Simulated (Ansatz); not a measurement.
H₆Si₂, SMILES [SiH3][SiH3] (connectivity only; charge and spin as stated), charge +1, multiplicity 2.

Geometry optimised at B3LYP-D3(BJ)/def2-TZVP. The multiplicity is an assumed one; other spin states were not compared.

Two levels are set side by side: PBE/def2-TZVPD (Ansatz, a quantum-chemistry and plane-wave program) and CAM-B3LYP/def2-TZVPD (Ansatz). Energy differences of separate SCF runs at the same geometry; the states with an electron removed or added have multiplicity 1 and 1. Differences are taken from unrounded values.

```tsv
quantity	CAM-B3LYP	PBE	PBE minus CAM-B3LYP
vertical ionisation energy (eV)	15.80	15.78	-0.03
vertical electron affinity (eV)	8.37	8.42	0.05
```

Here PBE gives about what the other level gives.
